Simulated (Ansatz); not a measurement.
C axis length (Å) of solids drawn from the class of elemental solids other than molecular ones, at two levels: PBEsol (Ansatz, a quantum-chemistry and plane-wave program, PAW), and r²SCAN (PAW; Ansatz).

| solid | PBEsol | r²SCAN | shift (%) |
|---|---|---|---|
| hcp Tl | 5.507 | 5.570 | +1.14 |
| hcp Be | 3.553 | 3.564 | +0.31 |
| body-centred tetragonal In | 4.923 | 4.986 | +1.28 |
| hcp Cd | 5.578 | 5.767 | +3.39 |
| hcp Mg | 5.153 | 5.152 | -0.02 |
| hcp Tc | 4.359 | 4.382 | +0.53 |
| hcp Zn | 4.866 | 4.924 | +1.19 |
| hcp Sc | 5.085 | 5.192 | +2.10 |
| hcp Os | 4.308 | 4.317 | +0.21 |
| hcp Y | 5.590 | 5.699 | +1.95 |

The shifts run from -0.02 % to +3.39 %, with a median of +1.17 %.

Over all 10 rows r²SCAN is the larger in 9.

Ansatz's runs of these crystals have no spin polarisation. A magnetic state wasn't tried for hcp Sc, hcp Y with meta-GGA or hybrid levels, which favour moments.

Spin–orbit coupling is left out, also for the solids with elements from indium on (hcp Tl, body-centred tetragonal In, hcp Os); its size isn't shown.

Ansatz's density-functional and Hartree–Fock values are scalar-relativistic unless marked +SOC, with PAW data made under PBE.
